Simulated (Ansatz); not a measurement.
A nudged elastic band was laid between two geometries of AlH6SSi (9 atoms, charge 1, multiplicity 1).

Theory: RKS PBE/STO-3G (Ansatz).

| Property | Result |
| --- | --- |
| movable images | 5 |
| climbing image | yes |
| spring | 5.0 eV/Å² |
| optimiser | quadratic models (default) |
| start path | through a guess of the saddle point |
| force threshold | 0.03 eV/Å |
| iteration limit | 60 |
| end points | relaxed |

First end point:

```xyz
9
Properties=species:S:1:pos:R:3
Si -1.009 1.234 -0.972
Al 0.735 -0.091 -0.276
S 0.184 -1.419 1.596
H -2.117 0.372 -1.359
H -0.574 2.042 -2.100
H -1.417 2.084 0.138
H 2.170 -0.483 -0.542
H 0.733 -2.604 1.154
H 1.296 -1.135 2.361
```

Last end point:

```xyz
9
Properties=species:S:1:pos:R:3
Si -1.017 1.234 -0.970
Al 0.718 -0.097 -0.263
S 0.187 -1.430 1.612
H -0.592 2.623 -0.863
H -2.193 1.001 -0.146
H -1.300 0.906 -2.360
H 2.153 -0.480 -0.541
H 0.736 -2.613 1.164
H 1.306 -1.143 2.367
```

Problem. What changes between the two ends?

Solution. No bond is made or broken. The dihedral H5–Si1–Al2–S3 goes from 178 to -2°.

Problem. What energy profile does the band end with?

Solution. It converged. The highest image is number 6 of 0 to 6, 0.2 kJ/mol above the first end and 0.0 kJ/mol above the last; the last end lies 0.2 kJ/mol above the first. The highest image is an end point: on this band no image between the ends rises above it. Limits of this set-up: minimal basis, the dipole of an ion depends on the origin.

```csv
image,path coordinate (Å),energy (kJ/mol),dihedral H5–Si1–Al2–S3 (°)
0,0.00,0.0,178
1,0.98,0.1,-152
2,1.96,0.2,-122
3,2.94,0.1,-91
4,3.92,0.0,-61
5,4.90,0.1,-31
6,5.88,0.2,-2
```

The band took 10 iterations and roughly 2.5 core-minutes.

Run time: 3.2 min on 1 CPU thread of a shared host.
